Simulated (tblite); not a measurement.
Compound: C₄H₅PS.
Bonds: S1–P2 (double), P2–C3, C3–C4 (double), C4–C5, C5–C6 (double), P2–C6. Hydrogens: H7 on P2; H8 on C3; H9 on C4; H10 on C5; H11 on C6.

A start from a force field or distance geometry was refined with GFN2-xTB geometry optimisation, gas phase (tblite). Values at the start:

```csv
coordinate,start
S1=P2,1.958 Å
P2–C3,1.763 Å
P2–H7,1.409 Å
C3=C4,1.351 Å
C3–H8,1.087 Å
C4–C5,1.457 Å
C4–H9,1.069 Å
S1–P2–C3,120.1°
P2–C3–C4,112.9°
C3–P2–C6,89.4°
C3–C4–C5,112.3°
S1–P2–C3–C4,-126°
S1–P2–C6–C5,125°
P2–C3–C4–C5,2°
C4–C5–C6–P2,0°
```

Task: How do these coordinates change at the GFN2-xTB level?

Result: 
```json
{"coordinate": "P2–C3", "GFN2-xTB (Å or °)": "1.811", "change": "+0.048"}
{"coordinate": "S1=P2", "GFN2-xTB (Å or °)": "1.933", "change": "-0.025"}
{"coordinate": "C3=C4", "GFN2-xTB (Å or °)": "1.340", "change": "-0.011"}
{"coordinate": "C3–H8", "GFN2-xTB (Å or °)": "1.076", "change": "-0.011"}
{"coordinate": "C4–H9", "GFN2-xTB (Å or °)": "1.079", "change": "+0.010"}
{"coordinate": "P2–H7", "GFN2-xTB (Å or °)": "1.402", "change": "-0.007"}
{"coordinate": "C4–C5", "GFN2-xTB (Å or °)": "1.452", "change": "-0.005"}
{"coordinate": "P2–C3–C4", "GFN2-xTB (Å or °)": "109.2", "change": "-3.7"}
{"coordinate": "C3–C4–C5", "GFN2-xTB (Å or °)": "115.1", "change": "+2.8"}
{"coordinate": "C3–P2–C6", "GFN2-xTB (Å or °)": "91.3", "change": "+1.9"}
{"coordinate": "S1–P2–C3", "GFN2-xTB (Å or °)": "119.1", "change": "-1.0"}
{"coordinate": "S1–P2–C3–C4", "GFN2-xTB (Å or °)": "-121", "change": "+5"}
{"coordinate": "P2–C3–C4–C5", "GFN2-xTB (Å or °)": "-3", "change": "-5"}
{"coordinate": "S1–P2–C6–C5", "GFN2-xTB (Å or °)": "121", "change": "-4"}
{"coordinate": "C4–C5–C6–P2", "GFN2-xTB (Å or °)": "3", "change": "+3"}
```

The energy falls by 3.2 kcal/mol over 29 L-BFGS steps, the largest force on an atom goes from 1.93 to 0.009 eV/Å, and the atoms move by 0.061 Å rms after alignment. The bond that changes most is P2–C3 (ends: phosphorus bonded to 2 C, S and H; alkene CH carbon), which lengthens by 0.048 Å. Bonds longer at the end by more than 0.005 Å: 3 of 11; shorter: 6. Rotational constants go from 6086, 1701, 1475 to 5754, 1749, 1506 MHz.

Its GFN2-xTB frequencies are all real (lowest 102 cm⁻¹).

These are computed values.
